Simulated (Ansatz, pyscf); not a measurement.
`[SH]` [doublet] + `[CH4]` -> `[SH2]` + `[CH3]` [doublet], a hydrogen abstraction on the doublet surface: C–H broken, H–S formed. Structures and frequencies: ωB97X-D3(BJ)/def2-SVP in PySCF. Wave-function energies: Ansatz (an electronic-structure program), frozen core, RHF or UHF references. In kcal/mol, from the separated reactants.

Cost: rough CPU time of the saddle's run relative to CCSD(T)/cc-pV(D+d)Z, from one job on a shared machine, with the HF step and its search for lower states.

```json
[
 {"level": "M06-2X/def2-TZVP", "barrier": "20.47", "reaction energy": "+17.65", "cost": "–"},
 {"level": "ωB97X-D3(BJ)/def2-TZVP", "barrier": "18.93", "reaction energy": "+17.27", "cost": "–"},
 {"level": "CCSD(T)/cc-pV(D+d)Z", "barrier": "23.19", "reaction energy": "+18.35", "cost": "1"},
 {"level": "CCSDT(Q)/cc-pV(D+d)Z", "barrier": "[?]", "reaction energy": "[?]", "cost": "61"},
 {"level": "CCSD(T)/cc-pV(T+d)Z", "barrier": "21.48", "reaction energy": "+17.61", "cost": "7"},
 {"level": "CCSD(T)/cc-pV(Q+d)Z", "barrier": "[?]", "reaction energy": "+16.84", "cost": "–"}
]
```

### Question
Some entries are withheld; supply them.

### Answer

- CCSDT(Q)/cc-pV(D+d)Z, barrier: 22.96
- CCSDT(Q)/cc-pV(D+d)Z, reaction energy: +18.30
- CCSD(T)/cc-pV(Q+d)Z, barrier: 20.37

In cc-pV(D+d)Z, going from CCSD(T) to CCSDT(Q) shifts the barrier by -0.23 and the reaction energy by -0.05 kcal/mol. With HF in the quadruple-zeta basis and the correlation energy extrapolated as X⁻³ from X = 3, 4, CCSD(T) gives 19.61 and +16.40; adding the double-zeta shift gives ΔE‡ = 19.38 and ΔE = +16.35 kcal/mol, without core correlation, relativity or geometry relaxation at these levels. One saddle was located; it need not be the lowest between these sides. The angle at the transferred H is 175°. The CCSD(T) − MP2 part came from Ansatz, without density fitting, on the same reference. Left out: the spin-orbit lowering of SH.
